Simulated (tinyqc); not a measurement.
Hueckel theory of the pi electrons, for the molecule C=CC1=CC1=C (SMILES; centres numbered as the heavy atoms are written), step by step. One step of it, computed by the program tinyqc.

Problem. Orbitals. Diagonalise; E = alpha + x beta with beta < 0, so the largest x are filled first; degenerate levels share their electrons. P = sum n_i c_ri c_si; each orbital has its largest coefficient positive (the first on a tie).

Hueckel matrix in units of beta (H = alpha + beta A):
```
          1C        2C        3C        4C        5C        6C
1C  0.000000  1.000000  0.000000  0.000000  0.000000  0.000000
2C  1.000000  0.000000  1.000000  0.000000  0.000000  0.000000
3C  0.000000  1.000000  0.000000  1.000000  1.000000  0.000000
4C  0.000000  0.000000  1.000000  0.000000  1.000000  0.000000
5C  0.000000  0.000000  1.000000  1.000000  0.000000  1.000000
6C  0.000000  0.000000  0.000000  0.000000  1.000000  0.000000
```

pi electrons, sum of z_r less the charge = 6

Give: x values; occupations; coefficients; charge and bond-order matrix P.

Solution.

x values: 2.3342  1.0996  0.2742  -0.5945  -1.3738  -1.7397

occupations: 2.0000  2.0000  2.0000  0.0000  0.0000  0.0000

coefficients:
```
       MO1      MO2      MO3      MO4      MO5      MO6
1C  0.1268   0.5857   0.3412   0.6274   0.2012   0.3005
2C  0.2960   0.6441   0.0936  -0.3730  -0.2764  -0.5227
3C  0.5641   0.1225  -0.3155  -0.4056   0.1785   0.6089
4C  0.4753  -0.1843  -0.3890   0.5143  -0.5610  -0.0978
5C  0.5454  -0.3251   0.2089   0.0999   0.5922  -0.4388
6C  0.2337  -0.2957   0.7618  -0.1680  -0.4310   0.2522
```

charge and bond-order matrix P:
```
         1C       2C       3C       4C       5C       6C
1C   0.9512   0.8934   0.0712  -0.3608  -0.1000   0.2327
2C   0.8934   1.0224   0.4327  -0.0288  -0.0568  -0.1000
3C   0.0712   0.4327   0.8656   0.7367   0.4039  -0.2895
4C  -0.3608  -0.0288   0.7367   0.8224   0.4759  -0.2615
5C  -0.1000  -0.0568   0.4039   0.4759   0.8937   0.7654
6C   0.2327  -0.1000  -0.2895  -0.2615   0.7654   1.4447
```
